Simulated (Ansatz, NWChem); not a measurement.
**H2S (hydrogen sulfide): methods side by side**

H2S has 3 atoms, charge 0, and is taken as a singlet. SMILES: `S`. The coordinates come from a PBE0-D4/def2-TZVP relaxation. The run starts from this shape.

```xyz
3

S     0.0000    0.0000    0.1032
H    -0.9672    0.0000   -0.8260
H     0.9672    0.0000   -0.8260
```

Each level gives the adiabatic ionisation energy (to the doublet cation, no zero-point term) (eV). The values are calculated.

| level | kind | program | value (eV) | CPU time (all runs) |
| --- | --- | --- | --- | --- |
| HF/6-31G* (spherical functions) | Hartree–Fock | NWChem | 9.26 | 10 s |
| HF/6-31G* (Cartesian functions) | Hartree–Fock | Ansatz | 9.26 | 1.8 s |
| B3LYP/6-31G* (Cartesian functions) | global hybrid | Ansatz | 10.37 | 4.4 s |
| MP2/6-31G* (Cartesian functions) | perturbation theory | Ansatz | 9.87 | 2 s |

The values span 9.26 to 10.37 eV. CPU times are rough (shared hosts, several kinds of processor): they show what a rung costs within a factor of a few.
